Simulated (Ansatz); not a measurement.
A nudged elastic band was laid between two geometries of FH + H4Si (7 atoms, charge 0, multiplicity 1).

These are results of RKS PBE-D4/6-31G* (Ansatz 0.2.0), not measurements.

```yaml
movable_images: 7
climbing_image: yes
spring: 5.0 eV/Å²
optimiser: quadratic models (default)
start_path: through a guess of the saddle point
force_threshold: 0.03 eV/Å
iteration_limit: 60
end_points: relaxed
```

First end point:

```xyz
7
Properties=species:S:1:pos:R:3
Si 0.302 0.000 -0.126
H 0.320 0.000 1.379
H 1.730 0.000 -0.588
H -0.383 1.232 -0.623
H -0.383 -1.232 -0.623
F -2.506 0.000 1.274
H -1.846 0.000 1.947
```

Last end point:

```xyz
7
Properties=species:S:1:pos:R:3
Si -0.184 0.000 -0.794
H -0.802 0.000 3.618
H 1.216 0.000 -0.256
H -0.404 1.225 -1.628
H -0.404 -1.225 -1.628
F -1.239 0.000 0.447
H -0.949 0.000 2.881
```

(1) What changes between the two ends?

(2) What energy profile does the band end with?

(3) What is the geometry of the highest image?

The band took 13 iterations and roughly 70 core-seconds.

Answers

(1) Bonds broken: Si1–H2, F6–H7. Bonds formed: Si1–F6, H2–H7. FH + H4Si becomes FH3Si + H2.

(2) It converged. The highest image is number 2 of 0 to 8, 1.13 eV above the first end and 2.32 eV above the last; the last end lies 1.20 eV below the first. A vibrational analysis at the climbing image gives 2 clearly imaginary modes (1067i, 190i cm⁻¹): a point of higher order, so a lower path passes nearby. The orbitals stay closed-shell, which can raise the energy where a bond breaks towards radicals; this wasn't checked here.

```json
{"image": "0", "path coordinate (Å)": "0.00", "energy (eV)": "0.00", "Si1–H2 (Å)": "1.51", "F6–H7 (Å)": "0.94", "Si1–F6 (Å)": "3.14"}
{"image": "1", "path coordinate (Å)": "0.79", "energy (eV)": "0.20", "Si1–H2 (Å)": "1.53", "F6–H7 (Å)": "0.96", "Si1–F6 (Å)": "2.58"}
{"image": "2", "path coordinate (Å)": "1.58", "energy (eV)": "1.13", "Si1–H2 (Å)": "1.72", "F6–H7 (Å)": "1.20", "Si1–F6 (Å)": "1.94"}
{"image": "3", "path coordinate (Å)": "2.18", "energy (eV)": "0.11", "Si1–H2 (Å)": "2.11", "F6–H7 (Å)": "1.64", "Si1–F6 (Å)": "1.69"}
{"image": "4", "path coordinate (Å)": "2.78", "energy (eV)": "-0.74", "Si1–H2 (Å)": "2.59", "F6–H7 (Å)": "1.90", "Si1–F6 (Å)": "1.64"}
{"image": "5", "path coordinate (Å)": "3.38", "energy (eV)": "-1.11", "Si1–H2 (Å)": "3.13", "F6–H7 (Å)": "2.17", "Si1–F6 (Å)": "1.63"}
{"image": "6", "path coordinate (Å)": "3.97", "energy (eV)": "-1.19", "Si1–H2 (Å)": "3.70", "F6–H7 (Å)": "2.41", "Si1–F6 (Å)": "1.63"}
{"image": "7", "path coordinate (Å)": "4.57", "energy (eV)": "-1.20", "Si1–H2 (Å)": "4.12", "F6–H7 (Å)": "2.45", "Si1–F6 (Å)": "1.63"}
{"image": "8", "path coordinate (Å)": "5.17", "energy (eV)": "-1.20", "Si1–H2 (Å)": "4.46", "F6–H7 (Å)": "2.45", "Si1–F6 (Å)": "1.63"}
```

(3) 
```xyz
7
Properties=species:S:1:pos:R:3
Si -0.202 0.000 -0.038
H 0.060 0.000 1.659
H 1.312 0.000 -0.076
H -0.551 1.281 -0.724
H -0.551 -1.281 -0.724
F -1.894 0.000 0.904
H -0.940 0.000 1.640
```

The run took 66 s on 1 thread of AMD EPYC 7R43 64-Core Processor (Zen 3), on a shared host, peak memory 0.11 GiB.
